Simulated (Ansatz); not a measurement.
## BNH3Cl (SMILES NBCl): the vertical energy of the triplet above the singlet from total energies

The species is BNH3Cl (6 atoms), meant as a singlet with charge 0. SMILES: `NBCl`. Geometry: relaxed at PBE0-D4/def2-TZVP.

Both states at this one shape; open shells run unrestricted unless said. 1 Eh = 27.2114 eV.

| level | program | singlet BNH3Cl (Eh) | triplet BNH3Cl (Eh) |
| --- | --- | --- | --- |
| CAM-B3LYP/aug-cc-pVDZ | Ansatz | -541.681278 | -541.446321 |
| wB97X/aug-cc-pVDZ | Ansatz | -541.687650 | -541.446559 |
| RPA@PBE/aug-cc-pVDZ, 7 core orbitals frozen | Ansatz | -541.138368 | -540.912066 |
| MP2/aug-cc-pVDZ, 7 core orbitals frozen | Ansatz | -540.904115 | -540.651490 |

Question: Work out the vertical gap, second state less first, at each level.

Answer: 
1. CAM-B3LYP/aug-cc-pVDZ: -541.446321 − (-541.681278) = 0.234957 Eh = 6.39 eV.
2. wB97X/aug-cc-pVDZ: -541.446559 − (-541.687650) = 0.241091 Eh = 6.56 eV.
3. RPA@PBE/aug-cc-pVDZ: -540.912066 − (-541.138368) = 0.226302 Eh = 6.16 eV.
4. MP2/aug-cc-pVDZ: -540.651490 − (-540.904115) = 0.252625 Eh = 6.87 eV.

No measured value is set beside it here; the levels span 6.16 to 6.87 eV.
